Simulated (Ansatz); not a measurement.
Isomers

Structures of CH4AlN, singlet, relaxed at PBE0-D4/def2-TZVP (vibrations not checked; lower isomers may exist, and structures with a doubtful reference or unclear bonds are left out). Ansatz 0.2.0; basis: def2-TZVPP; cores frozen in the correlated methods. B3LYP uses VWN-RPA correlation.

(1) Rank them by CCSD(T) energy, lowest first, and give each one's height above the lowest. Links in brackets join atoms within 1.22 times the sum of their covalent radii (1.1 for two metals). (To be estimated.)
A.
CH₄AlN ([CH2][NH][AlH])
```
7
angstrom
C -1.2289 -0.1955 -0.6223
N -0.2332 -0.2204 0.1759
Al 1.5545 0.7553 0.2660
H -2.1474 -0.7445 -0.4311
H -1.1607 0.3971 -1.5306
H -0.3932 -0.7931 1.0039
H 2.1953 -0.7737 0.2213
```
B.
CH₄AlN ([CH2][N][AlH2])
```
7
angstrom
C 1.1939 0.1768 0.6358
N 0.1067 0.0160 0.0567
Al -1.4233 -0.2107 -0.7580
H -2.4505 -1.2135 -0.0990
H -1.6600 0.6049 -2.0899
H 1.3465 0.9509 1.4037
H 2.0770 -0.4442 0.4196
```
C.
CH₄AlN ([CH2]1[NH][AlH]1)
```
7
angstrom
C -0.5628 0.0433 -0.6312
N -0.1835 0.4179 0.7785
Al 1.0979 -0.5330 0.1377
H -1.4309 -0.6137 -0.7242
H -0.6309 0.8761 -1.3353
H -0.7943 0.9786 1.3459
H 2.5045 -1.1692 0.4287
```

(2) Do PBE-D4, r2SCAN-D4, PBE0-D4, B3LYP-D4, wB97M-V, HF, MP2 give the same order? (Judge from chemistry; the calculation decides.)

No T1 diagnostic of these runs exceeds 0.021. The restricted Hartree–Fock reference is unstable towards an unrestricted one at one or more of these structures.

For scale, one of the runs: CCSD(T)/def2-TZVPP, 160 basis functions, launched by `ansatz run in.yaml --threads 2 --pin off --events-out ev --progress --plain --max-ram 4352MiB`. The run took 18 s on 2 CPU threads of an Arm Neoverse V2 (shared host), with 1.1 GiB of host memory at its peak.

Answers

(1) The calculation gives: B (0.0 kJ/mol), C (88.9 kJ/mol), A (125.2 kJ/mol). Heights count from the lowest.

(2) Computed: All do.
